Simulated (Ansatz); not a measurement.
Basis-set extrapolation for `[OH][AlH][SH]` (PBE0-D4/def2-TZVP geometry, frozen core, Ansatz). Multiplicity 1, RHF reference.

|  | def2-TZVPP | def2-QZVPP |
| --- | --- | --- |
| HF | -716.218755 | -716.241095 |
| MP2 correlation | -0.499387 | -0.541784 |
| CCSD(T) correlation | -0.548678 | not run |

Energies in hartree. Use E(X) = E(∞) + A·exp(−7.88·√X) for Hartree–Fock and E(X) = E(∞) + B·X^(−2.97) for correlation, with X = 3 and 4, and add CCSD(T) minus MP2 of the smaller set to the MP2 limit.

Task: What is the CCSD(T) energy at the basis-set limit?

Result: HF limit: -716.241095 + (-0.022340) × 0.13774 = -716.24417. MP2 limit: -0.541784 + (-0.042397) × 0.74074 = -0.57319. Higher-order term: -0.548678 − (-0.499387) = -0.04929. Total: -716.86665 hartree, 62.3 kcal/mol below CCSD(T)/def2-TZVPP.
